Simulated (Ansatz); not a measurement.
# C₂H, doublet: reading a ladder of total energies

Geometry: MP2(full)/6-31G*, from the G2/97 set.

```yaml
atoms:
  - { symbol: C, position_ang: [0.0000, 0.0000, 0.0384] }
  - { symbol: C, position_ang: [0.0000, 0.0000, -1.1414] }
  - { symbol: H, position_ang: [0.0000, 0.0000, 1.1030] }
```

Basis 6-31G* (Cartesian d functions); Ansatz 0.2.0. Only valence electrons are correlated (noble-gas cores frozen), which leaves 9 electrons in 30 orbitals. Prefix R: restricted or restricted open-shell reference; prefix U: unrestricted.

Full CI isn't at hand for all of this; UCCSDTQ serves as the reference, and is uncertain by about the last step of the cluster series.

Unrestricted rows (U) aren't spin-pure: their determinants' ⟨S²⟩ exceeds S(S+1) by up to 0.31, so they mix in states of higher spin.

Runs differ by some tens of microhartree through their thresholds and, for an open shell, their frozen cores, so steps under 0.03 kcal/mol mean nothing.

```json
{"level": "UHF", "total energy (hartree)": "-76.148027"}
{"level": "UMP2", "total energy (hartree)": "-76.344147"}
{"level": "UCCSD", "total energy (hartree)": "-76.377069"}
{"level": "UCCSD(T)", "total energy (hartree)": "-76.386765"}
{"level": "UCCSDT", "total energy (hartree)": "-76.388112"}
{"level": "UCCSDT(Q)", "total energy (hartree)": "-76.388928"}
{"level": "UCCSDTQ", "total energy (hartree)": "-76.388889"}
```

Problem. What is the correlation energy at UCCSDTQ, and what share of it do UMP2 and UCCSDT recover?

Solution. E(corr) = -76.388889 − (-76.148027) = -0.240862 hartree = -6.554 eV. UMP2: -0.196120 / -0.240862 = 81.42 %. UCCSDT: -0.240085 / -0.240862 = 99.68 %.

Problem. By how many kcal/mol does UCCSD(T) miss UCCSDTQ (1 hartree = 627.509 kcal/mol), and which steps make up the rest?

Solution. -76.386765 − (-76.388889) = 0.002124 hartree = 1.33 kcal/mol. Steps: UCCSDT − UCCSD(T) = -0.85, UCCSDT(Q) − UCCSDT = -0.51, UCCSDTQ − UCCSDT(Q) = 0.02 kcal/mol. Differences between like states or geometries often cancel part of this.
